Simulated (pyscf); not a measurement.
Structures and frequencies: ωB97X-D3(BJ)/def2-SVP in PySCF.

Problem. For the elementary gas-phase step HO–P(OH)–OH (SMILES OP(O)O) + SiH₂ (SMILES [SiH2]) [singlet] -> HO–SiH₂–P(OH)–OH (SMILES O[SiH2]P(O)O) (singlet surface; O–P broken, O–Si, P–Si formed), what barrier and reaction energy does ωB97X-D3(BJ)/def2-TZVP give, measured from the separated reactants?

Solution. ΔE‡ = -9.3 kcal/mol, ΔE = -65.0 kcal/mol. ωB97M-D3(BJ)/def2-TZVP gives -4.8 kcal/mol and -56.1 kcal/mol. Zero-point energy shifts the barrier by +3.2 kcal/mol. It is an insertion, with an imaginary mode of 336i cm⁻¹. On the reactant side the descent ends in an adduct with a O–Si contact (not fully relaxed), 25.4 kcal/mol under the separated species and 16.0 kcal/mol under the saddle at ωB97X-D3(BJ)/def2-TZVP. At ωB97X-D3(BJ) the saddle lies under the separated reactants, which points to a path from their complex (located at ωB97X-D3(BJ) alone). What is counted as formed (O–Si) is already present as a longer contact in the reactant adduct; forming that adduct is a step of its own. HO–SiH₂–P(OH)–OH lies 21.5 kcal/mol over its isomer HO–P(OH)–O–SiH₃ (electronic energy, ωB97M-D3(BJ)/def2-TZVP). One saddle was located; it need not be the lowest between these sides.
